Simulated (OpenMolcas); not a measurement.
# SiH2Cl− (SMILES [SiH2-]Cl): a chain of runs

We compute the energy (UHF/STO-3G), then the energy (CASSCF(2,2)/STO-3G), then a single-point energy (CASPT2(2,2)/STO-3G), then the energy (SC-NEVPT2(2,2)/STO-3G), then a single-point energy (MRCI(2,2)/STO-3G) of SiH2Cl−. 

Program for the calculation: OpenMolcas 26.06.

3 further runs of the same task are left out: 1 for a known fault of the program, 2 set aside as unsound or not needed.

## 1. Starting point

SiH2Cl−: 4 atoms, total charge -1, spin state singlet. As SMILES, `[SiH2-]Cl`. The Si1–Cl2 distance was set to 4.580 Å, away from the relaxed value. At this shape a bond of the SMILES string is far longer than usual.

Bond lengths: Si1–H3 1.492 Å, Si1–H4 1.493 Å. Angles: H3–Si1–H4 98.8°.

## 2. The energy at UHF/STO-3G (run 1)

File input.xyz:

```xyz
4

Si    -2.647871     0.984935    -0.266685
Cl     1.672110    -0.122480     0.774530
H     -3.131051    -0.423875    -0.355225
H     -2.373141     1.222545    -1.714435
```

File step1.input:

```
&GATEWAY
  BASLIB=$CurrDir
  COORD=input.xyz
  BASIS=STO-3G
  GROUP=NoSym

&SEWARD

&SCF
  UHF
  CHARGE=-1
  SCRAMBLE=0.25
  PRORBITALS=1 1
```

The basis set STO-3G is read from a file made from the Basis Set Exchange's data (not shown).

Launch:

```sh
$ export MOLCAS_MEM=1860
$ pymolcas step1.input > step1.log
```

What it wrote:

```text
--- Start Module: gateway ---
[...]
--- Stop Module: gateway /rc=_RC_ALL_IS_WELL_ ---
--- Start Module: seward ---
[...]
      Basis functions           20
--- Stop Module: seward /rc=_RC_ALL_IS_WELL_ ---
--- Start Module: scf ---
[...]
       Convergence after  19 Iterations
[...]
::    Total SCF energy                               -741.1509583486
[...]
      Total spin, S                                     0.1688684432
[...]
      Total electronic charge=   34.000000
      Total            charge=   -1.000000
[...]
      Dipole Moment (debye):
      Origin of the operator (angstrom)=   -0.3257    0.3706    0.2700
                   X= -9.2254E+00               Y=  2.3375E+00               Z= -2.2553E+00           Total=  9.7805E+00
      Center of Charge (angstrom)
[...]
--- Stop Module: scf /rc=_RC_ALL_IS_WELL_ ---
[...]
```

It took 1.8 s on 1 thread of Arm Neoverse V1, shared host; peak memory 0.37 GiB.

## 3. The energy at CASSCF(2,2)/STO-3G (run 2)

input.xyz is that of step 2.

File step2.inp:

```
>>> EXPORT MOLCAS_PRINT=2

&GATEWAY
 BasLib
 $CurrDir
 Coord
 input.xyz
 Basis
 STO-3G
 Group
 NoSym

&SEWARD

&RASSCF
 FileOrb
 $CurrDir/step1.UnaOrb
 Spin
 1
 Nactel
 2 0 0
 Inactive
 16
 Ras2
 2
 OrbListing
 Nothing
```

The basis set STO-3G is read from a file made from the Basis Set Exchange's data (not shown).

Launch:

```sh
$ export MOLCAS_MEM=1860
$ pymolcas step2.inp > step2.log
```

What it wrote:

```text
--- Start Module: gateway ---
[...]
--- Stop Module: gateway /rc=_RC_ALL_IS_WELL_ ---
--- Start Module: seward ---
[...]
      Basis functions           20
--- Stop Module: seward /rc=_RC_ALL_IS_WELL_ ---
--- Start Module: rasscf ---
[...]
      Number of active orbitals                  2
[...]
      Spin quantum number                      0.0
[...]
      Active orbitals                            2
[...]
      Number of CSFs                             3
[...]
      Number of root(s) required                 1
[...]
      Convergence after 11 iterations
[...]
      printout of CI-coefficients larger than  0.05 for root  1
      energy=    -741.162976
      conf/sym  11     Coeff  Weight
             1  20   0.98797 0.97608
             3  02  -0.15467 0.02392
      Natural orbitals and occupation numbers for root  1
      sym 1:   1.952155   0.047845
      ************************************************************************************************************************
      *                                                    Final results                                                     *
[...]
::    RASSCF root number  1 Total energy:   -741.16297611
[...]
      Total electronic charge=   34.000000
      Total            charge=   -1.000000
[...]
      Dipole Moment (debye):
      Origin of the operator (angstrom)=   -0.3257    0.3706    0.2700
                   X= -9.2323E+00               Y=  2.3100E+00               Z= -2.2924E+00           Total=  9.7891E+00
      Center of Charge (angstrom)
[...]
--- Stop Module: rasscf /rc=_RC_ALL_IS_WELL_ ---
[...]
```

It took 1.7 s on 1 thread of Arm Neoverse V1, shared host; peak memory 0.37 GiB.

## 4. The energy at CASPT2(2,2)/STO-3G (run 3)

input.xyz is that of step 3.

File step3.input:

```
* ClH2Si CASPT2
>>> EXPORT MOLCAS_PRINT=2

&GATEWAY
 BasLib = $CurrDir
 Coord = input.xyz
 Basis = STO-3G
 Group = NoSym

&SEWARD

&RASSCF
 FileOrb = $CurrDir/step2.RasOrb
 Spin = 1
 Nactel = 2 0 0
 Inactive = 16
 Ras2 = 2
 OrbListing = Nothing

&CASPT2
 Imaginary = 0.1
 Frozen = 10
```

The basis set STO-3G is read from a file made from the Basis Set Exchange's data (not shown).

Launch:

```sh
$ export MOLCAS_MEM=1860
$ pymolcas step3.input > step3.log
```

What it wrote:

```text
--- Start Module: gateway ---
[...]
--- Stop Module: gateway /rc=_RC_ALL_IS_WELL_ ---
[...]
      Basis functions           20
[...]
--- Start Module: rasscf ---
[...]
      Number of active orbitals                  2
[...]
      Spin quantum number                      0.0
[...]
      Active orbitals                            2
[...]
      Number of CSFs                             3
[...]
      Number of root(s) required                 1
[...]
      Convergence after  4 iterations
[...]
      printout of CI-coefficients larger than  0.05 for root  1
      energy=    -741.162976
      conf/sym  11     Coeff  Weight
             1  20   0.98797 0.97608
             3  02  -0.15467 0.02392
      Natural orbitals and occupation numbers for root  1
      sym 1:   1.952155   0.047845
      ************************************************************************************************************************
      *                                                    Final results                                                     *
[...]
::    RASSCF root number  1 Total energy:   -741.16297611
[...]
      Total electronic charge=   34.000000
      Total            charge=   -1.000000
[...]
      Dipole Moment (debye):
      Origin of the operator (angstrom)=   -0.3257    0.3706    0.2700
                   X= -9.2323E+00               Y=  2.3100E+00               Z= -2.2924E+00           Total=  9.7891E+00
      Center of Charge (angstrom)
[...]
--- Stop Module: rasscf /rc=_RC_ALL_IS_WELL_ ---
--- Start Module: caspt2 ---
[...]
      E2 (Variational):          -0.0254295068
      Total energy:            -741.1884056174
[...]
      Reference weight:           0.98659
[...]
::    CASPT2 Root  1     Total energy:   -741.18840562
[...]
--- Stop Module: caspt2 /rc=_RC_ALL_IS_WELL_ ---
[...]
```

Run time: 1.6 s. Hardware: 1 thread of Arm Neoverse V1, shared host; peak memory 0.37 GiB.

## 5. A single-point energy at SC-NEVPT2(2,2)/STO-3G (run 4)

input.xyz is that of step 4.

File step4.input:

```
* ClH2Si NEVPT2
>>> EXPORT MOLCAS_PRINT=2
&GATEWAY
BasLib = $CurrDir
Coord = input.xyz
Basis = STO-3G
Group = NoSym
&SEWARD
&RASSCF
FileOrb = $CurrDir/step2.RasOrb
Spin = 1
Nactel = 2 0 0
Inactive = 16
Ras2 = 2
OrbListing = Nothing
&CASPT2
SC-NEVPT2
Frozen = 10
```

The basis set STO-3G is read from a file made from the Basis Set Exchange's data (not shown).

Launch:

```sh
$ export MOLCAS_MEM=1860
$ pymolcas step4.input > step4.log
```

What it wrote:

```text
--- Start Module: gateway ---
[...]
--- Stop Module: gateway /rc=_RC_ALL_IS_WELL_ ---
[...]
      Basis functions           20
[...]
--- Start Module: rasscf ---
[...]
      Number of active orbitals                  2
[...]
      Spin quantum number                      0.0
[...]
      Active orbitals                            2
[...]
      Number of CSFs                             3
[...]
      Number of root(s) required                 1
[...]
      Convergence after  4 iterations
[...]
      printout of CI-coefficients larger than  0.05 for root  1
      energy=    -741.162976
      conf/sym  11     Coeff  Weight
             1  20   0.98797 0.97608
             3  02  -0.15467 0.02392
      Natural orbitals and occupation numbers for root  1
      sym 1:   1.952155   0.047845
      ************************************************************************************************************************
      *                                                    Final results                                                     *
[...]
::    RASSCF root number  1 Total energy:   -741.16297611
[...]
      Total electronic charge=   34.000000
      Total            charge=   -1.000000
[...]
      Dipole Moment (debye):
      Origin of the operator (angstrom)=   -0.3257    0.3706    0.2700
                   X= -9.2323E+00               Y=  2.3100E+00               Z= -2.2924E+00           Total=  9.7891E+00
      Center of Charge (angstrom)
[...]
--- Stop Module: rasscf /rc=_RC_ALL_IS_WELL_ ---
--- Start Module: caspt2 ---
[...]
      E2 (Variational):          -0.0238291670
[...]
      E2 (Variational):          -0.0238286941
      Total energy:            -741.1868048047
[...]
      Reference weight:           0.98830
[...]
::    SC-NEVPT2 Root  1     Total energy:   -741.18680480
[...]
--- Stop Module: caspt2 /rc=_RC_ALL_IS_WELL_ ---
[...]
```

Run time: 1.6 s. Hardware: 1 thread of Arm Neoverse V1, shared host; peak memory 0.37 GiB.

## 6. The energy at MRCI(2,2)/STO-3G (run 5)

input.xyz is that of step 5.

File step5.input:

```
* ClH2Si MRCI
>>> EXPORT MOLCAS_PRINT=2

&GATEWAY
  BASLIB=$CurrDir
  COORD=input.xyz
  BASIS=STO-3G
  GROUP=NoSym

&SEWARD

&RASSCF
  FILEORB=$CurrDir/step2.RasOrb
  SPIN=1
  NACTEL=2 0 0
  INACTIVE=16
  RAS2=2
  ORBLISTING=Nothing

&MOTRA
  LUMORB
  FROZEN=10

&GUGA
  ELECTRONS=14
  SPIN=1
  INACTIVE=6
  ACTIVE=2
  CIALL=1

&MRCI
  SDCI
```

The basis set STO-3G is read from a file made from the Basis Set Exchange's data (not shown).

Launch:

```sh
$ export MOLCAS_MEM=1860
$ pymolcas step5.input > step5.log
```

What it wrote:

```text
--- Start Module: gateway ---
[...]
--- Stop Module: gateway /rc=_RC_ALL_IS_WELL_ ---
[...]
      Basis functions           20
[...]
      Number of active orbitals                  2
[...]
      Spin quantum number                      0.0
[...]
      Active orbitals                            2
[...]
      Number of CSFs                             3
[...]
      Number of root(s) required                 1
[...]
      Convergence after  4 iterations
[...]
      printout of CI-coefficients larger than  0.05 for root  1
      energy=    -741.162976
      conf/sym  11     Coeff  Weight
             1  20   0.98797 0.97608
             3  02  -0.15467 0.02392
      Natural orbitals and occupation numbers for root  1
      sym 1:   1.952155   0.047845
      ************************************************************************************************************************
      *                                                    Final results                                                     *
[...]
::    RASSCF root number  1 Total energy:   -741.16297611
[...]
      Dipole Moment (debye):
      Origin of the operator (angstrom)=   -0.3257    0.3706    0.2700
                   X= -9.2323E+00               Y=  2.3100E+00               Z= -2.2924E+00           Total=  9.7891E+00
      Center of Charge (angstrom)
[...]
--- Start Module: guga ---
[...]
--- Stop Module: guga /rc=_RC_ALL_IS_WELL_ ---
[...]
       (But an ACPF correction will be computed)
       USE THE DEFAULT ACPF G-VALUE GFAC=  0.14285714285714285
[...]
                      CI ENERGY:  -741.20096813
[...]
                ACPF CORRECTION:    -0.00102049
[...]
      Total electronic charge=   34.000000
      Total            charge=   -1.000000
[...]
     ACPF CORRECTION:     -0.00102049
[...]
  CI State   1     Total energy:   -741.20096813     QDav:     -0.00119592     QACPF:     -0.00102049
[...]
```

It took 1.8 s on 1 thread of Arm Neoverse V1, shared host; peak memory 0.37 GiB.

## 7. Outcome

| quantity | value |
| --- | --- |
| run 1, UHF/STO-3G: total energy | -741.15096 Eh |
| run 1, UHF/STO-3G: HOMO energy | 1.50 eV |
| run 1, UHF/STO-3G: LUMO energy | 9.43 eV |
| run 1, UHF/STO-3G: HOMO–LUMO gap (to an unbound level, set by the basis) | 7.93 eV |
| run 1, UHF/STO-3G: ⟨S²⟩ | 0.197 |
| run 2, CASSCF(2,2)/STO-3G: total energy | -741.16298 Eh |
| run 3, CASPT2(2,2)/STO-3G: total energy | -741.18841 Eh |
| run 4, SC-NEVPT2(2,2)/STO-3G: total energy | -741.18680 Eh |
| run 5, MRCI(2,2)/STO-3G: total energy | -741.20097 Eh |

What this shows: ⟨S²⟩ (run 1, UHF/STO-3G) is 0.20 where a pure singlet has 0.00: the reference is spin-contaminated. The HOMO (run 1, UHF/STO-3G) lies at positive energy, 1.50 eV: the electron is unbound at this level or held by a compact basis; values depend on the basis. Mulliken charges (run 2, CASSCF(2,2)/STO-3G) run from -1.00 on Cl2 to +0.46 on Si1; they depend strongly on the basis. Mulliken charges (run 4, SC-NEVPT2(2,2)/STO-3G) of the CASSCF density run from -1.00 on Cl2 to +0.46 on Si1; they depend strongly on the basis. Mulliken charges (run 5, MRCI(2,2)/STO-3G) of the CASSCF density run from -1.00 on Cl2 to +0.46 on Si1.
